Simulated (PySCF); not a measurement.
## Telling isomers of C₄H₆N₂ apart by NMR

[PySCF 2.14.0 with density-fitted response routines: GIAO PBE0/pcSseg-1 shieldings; GFN2-xTB geometry; spin–spin couplings from B3LYP/pcJ-1 (spin–dipole term left out of most H,H and C,H couplings); equivalent nuclei averaged; non-relativistic; gas phase; a single conformation]

Shifts are taken against calculated references (same method and geometry level): 1H, 13C vs TMS. Multiplet labels drop J under 1 Hz and among equivalent protons, and merge close values. Unscaled 3J(H,H) run several per cent high. Shifts are as computed. Against solution values, carbons near 30 ppm lie about +3 ppm off and those near 130 ppm about +5 ppm. Of 1211 compounds with measured shifts, 218 miss one by over three times the rms of a fit or turn the order of signals round; such compounds aren't used in these exercises.

(1) Tabulate the signals of `Cn1cccn1`, `Cn1ccnc1` and their relative energies.

(2) What is the quickest way to tell Cn1cccn1 from Cn1ccnc1?

Results:

(1) 
```json
{"SMILES": "Cn1cccn1", "carbon types": "3×CH 1×CH3", "δC": "141.0, 131.7, 112.8, 39.5", "δH": "7.46 (d, 1H), 7.39 (d, 1H), 6.46 (t, 1H), 4.06 (s, 3H)", "E rel. (kcal/mol)": "9.1"}
{"SMILES": "Cn1ccnc1", "carbon types": "3×CH 1×CH3", "δC": "140.3, 137.2, 122.6, 33.6", "δH": "7.30 (d, 1H), 7.15 (d, 1H), 6.86 (t, 1H), 3.77 (s, 3H)", "E rel. (kcal/mol)": "0.0"}
```

Energies are electronic energies at PBE0/pcSseg-1 on these geometries, without zero-point or thermal terms, each for the one conformer computed, which needn't be the lowest.

(2) Both give the same number of carbon signals, with the same numbers of each carbon type, so the positions decide. The first has an aromatic CH at 112.8 ppm, the second an aromatic CH next to a ring nitrogen at 122.6 ppm. Their most deshielded carbons lie at 141.0 and 140.3 ppm.
